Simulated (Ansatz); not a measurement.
Input file:

```yaml
crystal:
  periodic: [false, false, false]
  atoms:
    - {symbol: Br, position_ang: [0.000000, 0.000000, 2.122500]}
    - {symbol: Mg, position_ang: [0.000000, 0.000000, -0.217600]}
    - {symbol: H, position_ang: [0.000000, 0.000000, -1.904900]}
basis:
  gaussian: {orbitals: cc-pVTZ}
hamiltonian: {xc: {name: B2PLYP}}
correlation: {electrons: outside_noble_gas}
```

```sh
$ ansatz run in.yaml --threads 1 --pin off --events-out ev --progress --plain --max-ram 2393MiB
```

The program prints:

```
549 factors; integrals over basis functions are off by at most 1.3e-3 eV
mean field evaluation 1: about -75493.1709 eV, gradient 1.3e1 eV
mean field evaluation 2: about -75493.2125 eV, gradient 1.3e1 eV
mean field evaluation 4: about -75493.8506 eV, gradient 1.1e0 eV
mean field evaluation 8: about -75493.8551 eV, gradient 1.4e-2 eV
mean field evaluation 16: about -75493.8551 eV, gradient 7.6e-6 eV
mean field -75493.85506726 eV, -2774.3480021490 hartree, gradient 7.6e-6 eV, S^2 0.000000; 0 other end points of the search recorded, 0 dependent functions left out
19 core orbitals not correlated: weight in the atoms' cores, before any rotation towards them, 1.000 or more for the frozen orbitals, at most 0.000 for the correlated occupied ones
reference -75493.85521083 eV, -2774.3480074249 hartree; 5, 5 occupied and 67, 67 virtual orbitals, 549 factors
second order -6.66495747 eV of doubles, -0.00000000 eV of singles
Total energy: -75495.65474934 eV, -2774.4141392457 hartree
```

Ran on 1 thread of Intel Xeon, shared host: 6 s wall, 0.14 GiB peak host memory.
